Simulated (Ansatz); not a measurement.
# One shape, several levels: NH3 (ammonia)

We compute a comparison of 6 runs (PBE/3-21G, SVWN5/3-21G, r2SCAN/6-31G, wB97X/3-21G, RPA@PBE/6-31G, CCSDT(Q)/6-31G) of NH3 (ammonia). 

Program for the calculation: Ansatz 0.2.0.

48 further runs of the same task are left out: 48 set aside as unsound or not needed.

**1. The molecule**

NH3: 4 atoms, total charge 0, spin state singlet. SMILES: `N`. The H2–N1 distance was set to 2.025 Å, away from the relaxed value. At this shape a bond of the SMILES string is far longer than usual.

Bond lengths: N1–H3 1.013 Å, N1–H4 1.013 Å. Angles: H3–N1–H4 107.1°.

**2. The energy at PBE/3-21G (run 1)**

in.yaml

```yaml
crystal:
  periodic: [false, false, false]
  atoms:
    - symbol: N
      position_ang: [-0.630317, 0.800787, -0.527351]
    - symbol: H
      position_ang: [0.490470, -0.301820, 0.749180]
    - symbol: H
      position_ang: [-1.447887, 0.249377, -0.757191]
    - symbol: H
      position_ang: [-0.093487, 0.905597, -1.379481]
basis:
  gaussian:
    orbitals: 3-21G.json
hamiltonian:
  xc: {name: PBE}
accuracy: high
```

The basis set 3-21G is read from a file made from the Basis Set Exchange's data (not shown).

The run is started by

```console
$ ansatz run in.yaml --threads 1 --pin off --max-ram 3480MiB --events-out events.jsonl --progress --plain --runs-dir runs
```

Log:

```text
Warning: RAYON_NUM_THREADS=1 ignored (pool sized by the plan → 1); use --threads N
Functional definition: PBE
  name "PBE"
  parameter kappa = 0.804
  parameter beta = 0.06672455060314922
  exchange = pbe_x(kappa = kappa, mu = beta*pi^2/3)
  correlation = pbe_c(beta = beta)
287 factors; integrals over basis functions are off by at most 6.1e-9 eV
mean field evaluation 1: about -1514.5664 eV, gradient 5.9e1 eV
mean field evaluation 2: about -1488.8513 eV, gradient 9.5e1 eV
mean field evaluation 4: about -1519.2306 eV, gradient 3.0e1 eV
mean field evaluation 8: about -1523.7763 eV, gradient 1.4e0 eV
mean field evaluation 16: about -1523.7839 eV, gradient 4.9e-5 eV
mean field -1523.78385492 eV, -55.9980238104 hartree, gradient 4.9e-8 eV, S^2 0.000000; 0 other end points of the search recorded, 0 dependent functions left out
reference -1523.78385626 eV, -55.9980238598 hartree; 5, 5 occupied and 10, 10 virtual orbitals, 287 factors
Total energy: -1523.78385626 eV, -55.9980238598 hartree
```

Run time: 0.3 s. Hardware: 1 thread of Intel Xeon 6975P-C (Granite Rapids), shared host.

**3. A single-point energy at SVWN5/3-21G (run 2)**

input.yaml

```yaml
crystal:
  periodic: [false, false, false]
  atoms:
    - {symbol: N, position_ang: [-0.630317, 0.800787, -0.527351]}
    - {symbol: H, position_ang: [0.490470, -0.301820, 0.749180]}
    - {symbol: H, position_ang: [-1.447887, 0.249377, -0.757191]}
    - {symbol: H, position_ang: [-0.093487, 0.905597, -1.379481]}
basis:
  gaussian:
    orbitals: 3-21G.json
hamiltonian:
  xc: {name: SVWN5}
accuracy: high
```

The basis set 3-21G is read from a file made from the Basis Set Exchange's data (not shown).

The run is started by

```console
$ ansatz run input.yaml --threads 1 --pin off --max-ram 3480MiB --events-out events.jsonl --progress --plain --runs-dir runs
```

Log:

```text
Warning: RAYON_NUM_THREADS=1 ignored (pool sized by the plan → 1); use --threads N
Functional definition: SVWN5
  name "SVWN5"
  exchange = slater_x
  correlation = vwn5_c
287 factors; integrals over basis functions are off by at most 6.1e-9 eV
mean field evaluation 1: about -1502.7148 eV, gradient 6.2e1 eV
mean field evaluation 2: about -1475.5314 eV, gradient 9.9e1 eV
mean field evaluation 4: about -1506.6164 eV, gradient 3.3e1 eV
mean field evaluation 8: about -1512.5693 eV, gradient 3.5e-1 eV
mean field evaluation 16: about -1512.5699 eV, gradient 6.4e-6 eV
mean field -1512.56990692 eV, -55.5859188225 hartree, gradient 5.0e-9 eV, S^2 0.000000; 0 other end points of the search recorded, 0 dependent functions left out
reference -1512.56990823 eV, -55.5859188708 hartree; 5, 5 occupied and 10, 10 virtual orbitals, 287 factors
Total energy: -1512.56990823 eV, -55.5859188708 hartree
```

Run time: 0.26 s. Hardware: 1 thread of Intel Xeon 6975P-C (Granite Rapids), shared host.

Runs 3 to 4 aren't shown in full; the table further down has their settings and results.

**4. A single-point energy at RPA@PBE/6-31G (run 5)**

input.yaml

```yaml
crystal:
  periodic: [false, false, false]
  atoms:
    - {symbol: "N", position_ang: [-0.630317, 0.800787, -0.527351]}
    - {symbol: H, position_ang: [0.490470, -0.301820, 0.749180]}
    - {symbol: H, position_ang: [-1.447887, 0.249377, -0.757191]}
    - {symbol: H, position_ang: [-0.093487, 0.905597, -1.379481]}
basis:
  gaussian:
    orbitals: 6-31G
hamiltonian:
  xc: pbe
correlation:
  method: rpa
  frozen_orbitals: {H: 0, "N": 1}
accuracy: high
```

The run is started by

```console
$ ansatz run input.yaml --threads 1 --pin off --max-ram 3480MiB --events-out events.jsonl --progress --plain --runs-dir runs
```

Log:

```text
Warning: RAYON_NUM_THREADS=1 ignored (pool sized by the plan → 1); use --threads N
[... 6 set-up lines as earlier in the session ...]
349 factors; integrals over basis functions are off by at most 2.9e-9 eV
mean field evaluation 1: about -1519.6501 eV, gradient 6.7e1 eV
mean field evaluation 2: about -1519.6427 eV, gradient 6.7e1 eV
mean field evaluation 4: about -1531.3803 eV, gradient 1.2e1 eV
mean field evaluation 8: about -1531.9507 eV, gradient 4.8e-1 eV
mean field evaluation 16: about -1531.9487 eV, gradient 1.9e-4 eV
mean field evaluation 32: about -1481.3150 eV, gradient 2.7e1 eV
mean field -1531.94867288 eV, -56.2980753361 hartree, gradient 6.6e-9 eV, S^2 0.000000; 1 other end points of the search recorded, 0 dependent functions left out; unrestricted orbitals would lower it
unrestricted determinant -1524.75781043 eV, -56.0338160155 hartree, S^2 0.8836
1 core orbitals not correlated: weight in the atoms' cores, before any rotation towards them, 1.000 or more for the frozen orbitals, at most 0.000 for the correlated occupied ones
reference -1522.55916584 eV, -55.9530173168 hartree; 4, 4 occupied and 10, 10 virtual orbitals, 349 factors
Total energy: -1529.59106535 eV, -56.2114348575 hartree
```

It took 0.52 s on 1 thread of Intel Xeon 6975P-C (Granite Rapids), shared host.

**5. A single-point energy at CCSDT(Q)/6-31G (run 6)**

molecule.yaml

```yaml
crystal:
  periodic: [false, false, false]
  atoms:
    - symbol: "N"
      position_ang: [-0.630317, 0.800787, -0.527351]
    - symbol: H
      position_ang: [0.490470, -0.301820, 0.749180]
    - symbol: H
      position_ang: [-1.447887, 0.249377, -0.757191]
    - symbol: H
      position_ang: [-0.093487, 0.905597, -1.379481]
basis:
  gaussian:
    orbitals: 6-31G
correlation:
  method: ccsdt_q
  frozen_orbitals: {H: 0, "N": 1}
accuracy: high
scf:
  omitted_lower_state_checks: [cluster_reference, increment]
```

The run is started by

```console
$ ansatz run molecule.yaml --threads 1 --pin off --max-ram 3480MiB --events-out events.jsonl --progress --plain --runs-dir runs
```

Log:

```text
Warning: RAYON_NUM_THREADS=1 ignored (pool sized by the plan → 1); use --threads N
[... 11 lines left out ...]
1 core orbitals not correlated: weight in the atoms' cores, before any rotation towards them, 1.000 or more for the frozen orbitals, at most 0.000 for the correlated occupied ones
[... 32 lines left out ...]
WARN: these amplitudes may be one of several solutions (largest doubles amplitude 0.42, level shift 0.77 eV)
Total energy: -1528.10669445 eV, -56.1568852331 hartree
Checks for a lower state left out: cluster_reference, increment
```

Wall time 0.24 s (1 thread of Intel Xeon 6975P-C (Granite Rapids), shared host).

**6. All runs side by side**

```tsv
run	level	frozen core orbitals	energy (Eh)	wall time
1	PBE/3-21G	–	-55.998024	0.3 s
2	SVWN5/3-21G	–	-55.585919	0.26 s
3	r2SCAN/6-31G	–	-56.326240	0.56 s
4	wB97X/3-21G	–	-56.033535	1.3 s
5	RPA@PBE/6-31G	1	-56.211435	0.52 s
6	CCSDT(Q)/6-31G	1	-56.156885	0.24 s
```

**7. Outcome**

```
                                         quantity         value
                              run 6: total energy  -56.15689 Eh
run 6: correlation energy (1 core orbital frozen)    -193.3 mEh
                             run 6: T1 diagnostic         0.033
```

Totals of different functionals can't be ranked against each other. In runs 5, 6 the log says that unrestricted orbitals would lower the reference, so the values rest on an unstable closed-shell determinant (other closed-shell runs at this shape may share the fault). In runs 1, 2, 3, 4, 5 a closed-shell determinant meets a far-stretched bond, which it describes badly. All runs together took 3.2 s, the longest 1.3 s.
